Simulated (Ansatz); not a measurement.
Reaction (SMILES): N (NH3) + H+ → [NH4+]
B3LYP-D3(BJ)/def2-TZVP geometries, fixed; electronic energies without zero-point terms; positive where energy is released.
Largest species:
```xyz
5

N      0.0000     0.0000     0.0000
H      0.0143     0.9619    -0.3540
H      0.8334    -0.4977    -0.3293
H     -0.8403    -0.4774    -0.3416
H     -0.0074     0.0132     1.0249
```
Charge +1, spin multiplicity 1.

Basis-set convergence of the proton affinity at PBE with Ansatz (an electronic-structure program). Cartesian d functions, on some or all atoms, in 6-31G*, 6-31+G*; all else is spherical. The program fits the integrals of some runs and decomposes those of others, by size. No added dispersion term, no relativity. Functions are those of the species that has most. Reference: the value in aug-pcseg-3, 210.82 kcal/mol, itself unsure by roughly 0.02 kcal/mol (its mean distance from aug-cc-pVQZ, def2-QZVPPD, pcseg-3). Deviations are taken from unrounded values.

| basis | functions | proton affinity (kcal/mol) | minus reference (kcal/mol) |
|---|---|---|---|
| STO-3G | 9 | 261.49 | 50.68 |
| 3-21G | 17 | 231.00 | 20.18 |
| 6-31G | 17 | 224.71 | 13.89 |
| 6-31G* | 23 | 217.39 | 6.57 |
| 6-31+G* | 27 | 211.68 | 0.86 |
| cc-pVDZ | 34 | 217.03 | 6.21 |
| 6-311G** | 42 | 216.01 | 5.19 |
| 6-311+G** | 46 | 211.65 | 0.83 |
| def2-SVPD | 52 | 210.43 | -0.38 |
| def2-TZVP | 55 | 212.06 | 1.25 |
| 6-311++G(2d,2p) | 67 | 210.96 | 0.14 |
| def2-TZVPD | 73 | 210.58 | -0.24 |
| cc-pVTZ | 86 | 213.54 | 2.73 |
| 6-311++G(3df,3pd) | 111 | 210.58 | -0.24 |
| aug-cc-pVTZ | 138 | 210.71 | -0.11 |
| aug-pcseg-2 | 138 | 210.76 | -0.06 |
| def2-QZVPPD | 195 | 210.83 | 0.01 |
| aug-pcseg-3 | 281 | 210.82 | 0.00 |

The smallest set listed that lies within 1 kcal/mol of the reference with all its larger relatives (same family, alike in diffuse functions; a set with none counts only in the reference's own line) is 6-31+G* (27 functions, 0.86 kcal/mol off). (Relatives not listed, tested too: def2-TZVPPD 0.13, aug-cc-pVQZ -0.01 kcal/mol.)
